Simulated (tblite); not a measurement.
C₃H₂OS.
Atom-mapped SMILES: `[O:1]=[c:2]1[cH:3][c:4]1[SH:5]` (hydrogens: H6 on C3; H7 on S5)

Structure optimised with GFN2-xTB, isolated species.

(1) What internal coordinates does the optimisation give?

Results:

(1) 
```json
{"bond": "O1=C2", "length (Å)": "1.190"}
{"bond": "C2–C3", "length (Å)": "1.411"}
{"bond": "C3–C4", "length (Å)": "1.362"}
{"bond": "C4–S5", "length (Å)": "1.700"}
{"bond": "C2–C4", "length (Å)": "1.454"}
{"bond": "C3–H6", "length (Å)": "1.066"}
{"bond": "S5–H7", "length (Å)": "1.339"}
```

A selection of angles:
```json
{"angle": "O1–C2–C3", "degrees": "155.4"}
{"angle": "O1–C2–C4", "degrees": "147.9"}
{"angle": "C3–C2–C4", "degrees": "56.7"}
{"angle": "C2–C3–C4", "degrees": "63.2"}
{"angle": "C2–C3–H6", "degrees": "151.1"}
{"angle": "C4–C3–H6", "degrees": "145.7"}
{"angle": "C3–C4–S5", "degrees": "144.4"}
{"angle": "C2–C4–C3", "degrees": "60.1"}
{"angle": "C2–C4–S5", "degrees": "155.6"}
{"angle": "C4–S5–H7", "degrees": "95.9"}
```

Torsions: H7–S5–C4–C3 180° (antiperiplanar).

The 3 C–C bonds span 1.362 Å (C3–C4, drawn aromatic) to 1.454 Å (C2–C4, drawn aromatic), a spread of 0.092 Å. The 3-membered ring C2–C3–C4 has internal angles of 56.7° to 63.2°. The 5 heavy atoms lie in one plane (0.000 Å rms).

Point group: Cs (tolerance 0.08 Å). Its GFN2-xTB frequencies are all real (lowest 191 cm⁻¹). The numbers are those of one conformer (C3–C4–S5–H 180°).

On one thread of an Arm Neoverse N1 (shared host), this took 0.22 s of wall time. This is the geometry optimisation.

These are computed values.
